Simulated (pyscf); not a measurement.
`[O]=[GaH]` + `[OH2]` → `[O]=[Ga][OH]` + `[H][H]`, a four-centre exchange (singlet surface; Ga–H, H–O broken, Ga–O, H–H formed). Structures and frequencies: ωB97X-D3(BJ)/def2-SVP in PySCF. Energies in kcal/mol from the separated reactants.

Small-basis levels: PySCF, no dispersion term, spherical d functions. 

Question: Quick HF/6-31G*+LANL2DZ single points give ΔE‡ = 36.8 kcal/mol and ΔE = -4.4 kcal/mol. What does ωB97M-D3(BJ)/def2-TZVP give, and how far is the quick result from it?

Answer: ωB97M-D3(BJ)/def2-TZVP gives ΔE‡ = 27.3 kcal/mol and ΔE = -1.6 kcal/mol. HF/6-31G*+LANL2DZ lies 9.5 kcal/mol over it in the barrier and 2.8 kcal/mol under it in the reaction energy, so on this step it does not hold to within 3.0 kcal/mol. ωB97M-D3(BJ)/def2-TZVP has limits of its own. On the reactant side the descent ends in an adduct with a Ga–O contact (not fully relaxed), 16.2 kcal/mol under the separated species and 42.3 kcal/mol under the saddle at ωB97X-D3(BJ)/def2-TZVP. What is counted as formed (Ga–O) is already present as a longer contact in the reactant adduct; forming that adduct is a step of its own. At the saddle there is also a short Ga–H contact that neither side keeps. O=GaH lies 48.1 kcal/mol over its isomer HO–Ga [singlet] (electronic energy, ωB97M-D3(BJ)/def2-TZVP). One saddle was located; it need not be the lowest between these sides. In the def2 sets elements up to Kr have no core potential.
